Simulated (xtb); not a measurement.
Input for xtb: GFN2-xTB on acetamide (SMILES CC(N)=O), a point of a torsion scan.

```
$ xtb mol.xyz --gfn 2 --opt vtight --chrg 0 --uhf 0 --input xcontrol
9

C     -1.13170048     0.05764690    -0.24618720
C      0.15000275    -0.12927257     0.51830913
N      1.41927318     0.01446388    -0.10533307
O      0.09023628    -0.42173685     1.74722996
H     -1.31836991     1.13372116    -0.19763166
H     -0.97728372    -0.24690819    -1.31077496
H     -1.92104078    -0.55481273     0.23832130
H      1.84722203    -0.82031883    -0.52769245
H      1.84977345     0.97083208    -0.09889627
$constrain
  force constant=1.0
  dihedral: 4,2,3,8,90.0
$end
```

Output:

```
[...]
           -------------------------------------------------
          |                Calculation Setup                |
           -------------------------------------------------



           -------------------------------------------------
          |                 G F N 2 - x T B                 |
           -------------------------------------------------

        Reference                      10.1021/acs.jctc.8b01176
      * Hamiltonian:
        H0-scaling (s, p, d)           1.850000    2.230000    2.230000
        zeta-weighting                 0.500000
      * Dispersion:
        s8                             2.700000
        a1                             0.520000
        a2                             5.000000
        s9                             5.000000
      * Repulsion:
        kExp                           1.500000    1.000000
        rExp                           1.000000
      * Coulomb:
        alpha                          2.000000
        third order                    shell-resolved
        anisotropic                    true
        a3                             3.000000
        a5                             4.000000
        cn-shift                       1.200000
        cn-exp                         4.000000
        max-rad                        5.000000


          ...................................................
          :                      SETUP                      :
          :.................................................:
          :  # basis functions                  21          :
          :  # atomic orbitals                  21          :
          :  # shells                           13          :
          :  # electrons                        24          :
          :  max. iterations                   250          :
          :  Hamiltonian                  GFN2-xTB          :
          :  restarted?                      false          :
          :  GBSA solvation                  false          :
          :  PC potential                    false          :
          :  electronic temp.          300.0000000     K    :
          :  accuracy                    1.0000000          :
          :  -> integral cutoff          0.2500000E+02      :
          :  -> integral neglect         0.1000000E-07      :
          :  -> SCF convergence          0.1000000E-05 Eh   :
          :  -> wf. convergence          0.1000000E-03 e    :
          :  Broyden damping             0.4000000          :
          :  net charge                          0          :
          :  unpaired electrons                  0          :
          ...................................................

 iter      E             dE          RMSdq      gap      omega  full diag
   1    -13.8584195 -0.138584E+02  0.498E+00    2.75       0.0  T
   2    -13.8880213 -0.296019E-01  0.247E+00    2.75       1.0  T
   3    -13.8928492 -0.482792E-02  0.175E+00    3.08       1.0  T
   4    -13.8997900 -0.694071E-02  0.206E-01    2.90       1.0  T
   5    -13.8998934 -0.103420E-03  0.891E-02    2.89       1.0  T
   6    -13.8998989 -0.556694E-05  0.186E-02    2.88       1.8  T
   7    -13.8998996 -0.627088E-06  0.643E-03    2.88       5.2  T
   8    -13.8998996 -0.847210E-08  0.303E-03    2.88      11.0  T
   9    -13.8998996 -0.289455E-07  0.930E-04    2.88      35.8  T
  10    -13.8998996 -0.643108E-08  0.125E-04    2.88     265.7  T

   *** convergence criteria satisfied after 10 iterations ***

         #    Occupation            Energy/Eh            Energy/eV
      -------------------------------------------------------------
         1        2.0000           -0.6973968             -18.9771
       ...           ...                  ...                  ...
         6        2.0000           -0.5384025             -14.6507
         7        2.0000           -0.5181991             -14.1009
         8        2.0000           -0.5057452             -13.7620
         9        2.0000           -0.4798367             -13.0570
        10        2.0000           -0.4710149             -12.8170
        11        2.0000           -0.4085256             -11.1165
        12        2.0000           -0.3721239             -10.1260 (HOMO)
        13                         -0.2664374              -7.2501 (LUMO)
        14                         -0.0411772              -1.1205
        15                          0.1059498               2.8830
        16                          0.1120602               3.0493
        17                          0.1433861               3.9017
       ...                                ...                  ...
        21                          0.4448764              12.1057
      -------------------------------------------------------------
                  HL-Gap            0.1056865 Eh            2.8759 eV
             Fermi-level           -0.3192806 Eh           -8.6881 eV

 SCC (total)                   0 d,  0 h,  0 min,  0.006 sec
 SCC setup         
[...]

 SCC (total)                   0 d,  0 h,  0 min,  0.003 sec
 SCC setup                      ...        0 min,  0.000 sec (  3.932%)
 Dispersion                     ...        0 min,  0.000 sec (  1.084%)
 classical contributions        ...        0 min,  0.000 sec (  0.486%)
 integral evaluation            ...        0 min,  0.001 sec ( 20.207%)
 iterations                     ...        0 min,  0.001 sec ( 24.484%)
 molecular gradient             ...        0 min,  0.001 sec ( 45.086%)
 printout                       ...        0 min,  0.000 sec (  4.196%)

         :::::::::::::::::::::::::::::::::::::::::::::::::::::
         ::                     SUMMARY                     ::
         :::::::::::::::::::::::::::::::::::::::::::::::::::::
         :: total energy             -13.802841656219 Eh    ::
         :: gradient norm              0.000011071925 Eh/a0 ::
         :: HOMO-LUMO gap              4.445753488101 eV    ::
         ::.................................................::
         :: SCC energy               -13.960011715727 Eh    ::
         :: -> isotropic ES            0.038791331633 Eh    ::
         :: -> anisotropic ES          0.002179653942 Eh    ::
         :: -> anisotropic XC          0.006351998087 Eh    ::
         :: -> dispersion             -0.003433368399 Eh    ::
         :: repulsion energy           0.157030278450 Eh    ::
         :: add. restraining           0.000139781058 Eh    ::
         :: total charge              -0.000000000000 e     ::
         :::::::::::::::::::::::::::::::::::::::::::::::::::::

           -------------------------------------------------
          |                Property Printout                |
           -------------------------------------------------

    * Orbital Energies and Occupations

         #    Occupation            Energy/Eh            Energy/eV
      -------------------------------------------------------------
         1        2.0000           -0.7161611             -19.4877
         2        2.0000           -0.6562627             -17.8578
         3        2.0000           -0.6312315             -17.1767
         4        2.0000           -0.5813182             -15.8185
         5        2.0000           -0.5626015             -15.3092
         6        2.0000           -0.5487758             -14.9329
         7        2.0000           -0.5318505             -14.4724
         8        2.0000           -0.5001639             -13.6102
         9        2.0000           -0.4808001             -13.0832
        10        2.0000           -0.4774798             -12.9929
        11        2.0000           -0.4210129             -11.4563
        12        2.0000           -0.4069524             -11.0737 (HOMO)
        13                         -0.2435739              -6.6280 (LUMO)
        14                          0.0444228               1.2088
        15                          0.1466626               3.9909
        16                          0.1593608               4.3364
        17                          0.1616201               4.3979
        18                          0.1814441               4.9373
        19                          0.2107355               5.7344
        20                          0.2647259               7.2036
        21                          0.6377012              17.3527
      -------------------------------------------------------------
                  HL-Gap            0.1633784 Eh            4.4458 eV
             Fermi-level           -0.3252632 Eh           -8.8509 eV

     #   Z          covCN         q      C6AA      α(0)
     1   6 C        3.756    -0.146    23.381     6.894
     2   6 C        2.741     0.304    21.839     7.652
     3   7 N        2.634    -0.344    28.854     7.978
     4   8 O        0.857    -0.386    21.397     6.202
     5   1 H        0.925     0.080     1.976     2.198
     6   1 H        0.925     0.069     2.097     2.265
     7   1 H        0.925     0.070     2.080     2.256
     8   1 H        0.860     0.181     1.208     1.722
     9   1 H        0.860     0.171     1.264     1.762

 Mol. C6AA /au·bohr⁶  :        673.798261
 Mol. C8AA /au·bohr⁸  :      14285.113072
 Mol. α(0) /au        :         38.927665


Wiberg/Mayer (AO) data.
largest (>0.10) Wiberg bond orders for each atom

 ---------------------------------------------------------------------------
     #   Z sym  total        # sym  WBO       # sym  WBO       # sym  WBO
 ---------------------------------------------------------------------------
     1   6 C    3.994 --     2 C    1.001     7 H    0.982     6 H    0.970
                             5 H    0.953
     2   6 C    3.932 --     4 O    1.816     3 N    1.077     1 C    1.001
     3   7 N    3.099 --     2 C    1.077     9 H    0.949     8 H    0.924
                             4 O    0.121
     4   8 O    2.062 --     2 C    1.816     3 N    0.121
     5   1 H    0.994 --     1 C    0.953
     6   1 H    0.995 --     1 C    0.970
     7   1 H    0.995 --     1 C    0.982
     8   1 H    0.967 --     3 N    0.924
     9   1 H    0.971 --     3 N    0.949
 ---------------------------------------------------------------------------

Topologies differ in total number of bonds
Writing topology from bond orders to xtbtopo.mol

molecular dipole:
                 x           y           z       tot (Debye)
 q only:        0.029       0.089      -1.006
   full:        0.182      -0.057      -1.003       2.594
molecular quadrupole (traceless):
                xx          xy          yy          xz          yz          zz
 q only:        4.459      -0.417       0.386      -0.313       1.871      -4.845
  q+dip:        5.793      -1.282       0.627       0.191       2.971      -6.421
   full:        5.620      -1.277       1.172       0.134       3.351      -6.792

           -------------------------------------------------
          |                Geometry Summary                 |
           -------------------------------------------------

      molecular mass/u    :       59.0672837
   center of mass at/Å    :        0.1667251      -0.0409530       0.4270595
  moments of inertia/u·Å² :        0.4712649E+02   0.5487357E+02   0.9687448E+02
rotational constants/cm⁻¹ :        0.3577103E+00   0.3072086E+00   0.1740152E+00

 * 7 selected distances

     #   Z          #   Z                                           value/Å
     2   6 C        3   7 N                                       1.4141676 (max)
     2   6 C        4   8 O                                       1.2031848
     1   6 C        5   1 H                                       1.0882880
     1   6 C        6   1 H                                       1.0862749
     1   6 C        7   1 H                                       1.0858829
     3   7 N        8   1 H                                       1.0124277 (min)
     3   7 N        9   1 H                                       1.0213688

 * 4 distinct bonds (by element types)

   Z      Z             #   av. dist./Å        max./Å        min./Å
   1 H    6 C           3     1.0868153     1.0882880     1.0858829
   1 H    7 N           2     1.0168982     1.0213688     1.0124277
   6 C    7 N           1     1.4141676     1.4141676     1.4141676
   6 C    8 O           1     1.2031848     1.2031848     1.2031848


optimized geometry written to: xtbopt.xyz


           -------------------------------------------------
          | TOTAL ENERGY              -13.802841656219 Eh   |
Note: The following floating-point exceptions are signalling: IEEE_UNDERFLOW_FLAG IEEE_DENORMAL
normal termination of xtb
          | GRADIENT NORM               0.000011071925 Eh/α |
          | HOMO-LUMO GAP               4.445753488101 eV   |
           -------------------------------------------------

------------------------------------------------------------------------
------------------------------------------------------------------------
 total:
 SCF:
 ANC optimizer:
```

The run finished.

Warnings raised: the energy holds the restraint's term.

Cost: very roughly 0.18 core-seconds.
